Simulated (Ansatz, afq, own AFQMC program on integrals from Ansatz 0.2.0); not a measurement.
AFQMC on a folder of integrals that Ansatz 0.2.0 wrote.

```yaml
crystal:
  periodic: [false, false, false]
  atoms:
    - {symbol: Si, position_ang: [0.000000, 0.021670, 0.488619]}
    - {symbol: C, position_ang: [0.000000, -0.103544, -0.991092]}
    - {symbol: H, position_ang: [0.000000, 0.630028, -1.805069]}
basis:
  gaussian: {orbitals: cc-pVDZ}
magnetization: {spin_polarized: true, initial_magnetization: 3}
correlation: {method: ccsd_t, electrons: outside_noble_gas, hamiltonian_folder: ham}
```

```sh
$ ansatz run in.yaml --threads 1 --pin off --events-out ev --progress --plain --max-ram 1382MiB
```

afq runs on the folder ham with

```
--method phaseless --trial cid --walkers 20 --populations 1 --least-time 40 --time-step 0.05 --steps-per-block 10 --equilibration-blocks 400 --max-blocks 2400 --target-error 0.00072 --factor-cut 1e-05 --start spin_pure --seed 2711 --taylor-order 2
```

Times are imaginary, in 1/Eh. The walk had a cap of 90 s.

```
orbitals 31  electrons 6 3  factors 236 of 362
reference energy -327.10648131 Eh
CCSD correlation -0.17576258 Eh in 25 cycles, weight of the determinant in the CISD state 0.8364
energy of the start -327.291160 Eh
 block  time / (1/Eh)  mean weight  energy / Eh
     1     0.500  0.9693  -327.286055
     2     1.000  1.0084  -327.284550
     3     1.500  1.0142  -327.283051
     4     2.000  1.0076  -327.288585
     5     2.500  1.0308  -327.292349
     8     4.000  0.9456  -327.283004
    19     9.500  0.9982  -327.293453
    73    36.500  1.0057  -327.313468
   127    63.500  1.0178  -327.286116
   181    90.500  0.9768  -327.320753
   235   117.500  1.0022  -327.282786
   289   144.500  1.0013  -327.274870
   343   171.500  1.0106  -327.304224
   361   180.500  0.9742  -327.265138
   397   198.500  1.0434  -327.295621
   451   225.500  0.9869  -327.293020
   505   252.500  0.9986  -327.296803
   559   279.500  0.9962  -327.295308
   613   306.500  1.0313  -327.309972
   667   333.500  1.0296  -327.297625
   721   360.500  0.9828  -327.301741
blocks merged  error / Eh  count
     1  0.000503  328
     2  0.000597  164
     4  0.000665  82
     8  0.000814  41
    16  0.000889  20
    32  0.000758  10
energy -327.294687 +/- 0.000889 Eh
(rows thinned)
```

The run passed its tests (sampling time, drift between the halves within three errors, error under three times the target), which doesn't prove that it has relaxed, ending at its cap on processor time.

Against this walk (error 24.2 meV) on the same determinant: CCSD(T) 191.9 meV higher, CCSDT(Q) 142.7 meV higher, a separate phaseless walk with a CISD trial and standard settings 182.3 ± 25.9 meV higher. The error is statistical and leaves out the bias of the constraint. The determinant has ⟨S²⟩ = 3.88, so the low cluster orders mix in higher spin (the high orders can go on to a lower state of that spin), while the walk starts as a pure quartet.

A setting was made bad on purpose (series of the exponential too short), so the walk's energy isn't to be trusted.

Cautions: constraint bias not in the error; error above the target (24.2 against 19.6 meV); lower spins were not checked; higher spins were not checked; strong correlation (T1 0.060, weight of the determinant 0.84, largest double 0.06); unrestricted determinant spin contaminated (⟨S²⟩ 3.88 against 3.75); so few walkers bias the energy; the time-step error isn't removed.

CCSDT and higher add their correlation energy to the determinant of the CCSD(T) run, since their own runs factorise the integrals more tightly (a shift of under 2 meV).
